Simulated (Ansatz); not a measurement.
CH₆B, that is [BMeH3]- with one electron fewer. Total charge 0; doublet. Geometry PBE-D4/def2-TZVPD; atoms count from 1.

Cartesian coordinates in Å:
```
B -0.150 -0.295 0.624
C 0.116 0.442 -0.749
H -0.149 -0.189 -1.611
H 1.161 0.776 -0.840
H -0.503 1.352 -0.837
H 0.410 0.223 1.594
H 0.309 -1.355 1.168
H -1.194 -0.955 0.651
```

Estimate the Mulliken populations from the PBE0/def2-TZVPD orbitals of Ansatz.


```tsv
atom	charge (e)	spin (α − β)
B1	-0.47	0.35
C2	-0.52	0.01
H3	0.20	0.02
H4	0.20	0.02
H5	0.20	0.02
H6	0.10	0.12
H7	0.19	0.36
H8	0.10	0.12
```
Mulliken values depend strongly on the basis. With diffuse functions, as here, like atoms can get unlike values, and bond orders can come out too low or too high.

Where does the spin sit?

Summed by element: B 0.35, C 0.01, H 0.64, of 1 unpaired in all. Largest on single atoms: H7 0.36, B1 0.35, H6 0.12.

And the Mayer bond orders between heavy atoms (over 0.3)?

B1–C2 1.11 (1.58 Å).
